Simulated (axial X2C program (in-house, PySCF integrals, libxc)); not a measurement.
# Correcting the dissociation energy of AlO for spin–orbit coupling

A spin-free PBE0 curve (one-electron X2C) was computed with an in-house all-electron X2C program for linear molecules (integrals from PySCF), basis Al dyall-v3z [8s8p2d1f], O dyall-av3z [7s6p3d2f] (cores contracted in-house), for the state M_S = 1/2, Λ = 0 (beyond evenly filled blocks: σα). It gives D0 = 4.903 eV to Al + O, which in a spin-free picture are the weighted means of the ground terms.

Measured levels of the ground terms (NIST Handbook of Basic Atomic Spectroscopic Data), in cm⁻¹: Al 2P: J = 1/2 at 0, J = 3/2 at 112.1; O 3P: J = 2 at 0, J = 1 at 158.3, J = 0 at 227.

The molecular state has Λ = 0, so it has no first-order lowering.

Q: How far does each ground level lie under the (2J+1)-weighted mean of its term?

A: Al: (2 × 0 + 4 × 112.1)/6 = 75 cm⁻¹; O: (5 × 0 + 3 × 158.3 + 1 × 227)/9 = 78 cm⁻¹.

Q: Correct D0.

A: D0 = 4.903 + (0 − 153)/8065.5 = 4.884 eV at PBE0 with these spin–orbit terms.

Second-order spin–orbit effects in the molecule, which grow quickly with Z, are left out. One determinant describes the state; a PBE0 search over occupations chose it and may have missed a lower one. Dissociation energies refer to the lowest single-determinant-based atoms at the same level and basis.
